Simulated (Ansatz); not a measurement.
```xyz
7

C     0.2022   -0.2890    0.7772
Si   -0.7557    0.3244   -0.7027
Cl   -0.0536   -0.6002   -2.4091
H    -0.1462    0.2157    1.6816
H     1.2678   -0.0789    0.6474
H     0.0734   -1.3648    0.9062
H    -0.5880    1.7927   -0.9007
```

Total charge 0; spin multiplicity 2.

List the B3LYP/def2-TZVPP orbital energies in eV (the Gaussian-basis code of Ansatz). (Estimate.)

The calculation gave: α occupied: -2762.37, -1799.94, -276.87, -257.12, -196.14, -196.03, -196.00, -144.36, -99.77, -99.69, -99.60, -22.53, -19.55, -14.01, -11.77, -11.68, -10.38, -10.03, -9.37, -8.60, -5.84. α empty: 0.18, 0.61, 1.57, 2.02, 2.42, 2.54, 4.12, 4.40. β occupied: -2762.35, -1799.85, -276.85, -257.10, -196.11, -195.99, -195.98, -144.25, -99.63, -99.54, -99.48, -22.41, -19.45, -13.58, -11.72, -11.54, -10.20, -9.89, -9.12, -8.49. β empty: -2.77, 0.49, 0.80, 1.80, 2.26, 2.49, 2.61, 4.47. ⟨S²⟩ = 0.752.

B3LYP here is the variant with VWN-RPA as its local correlation; programs differ in this.
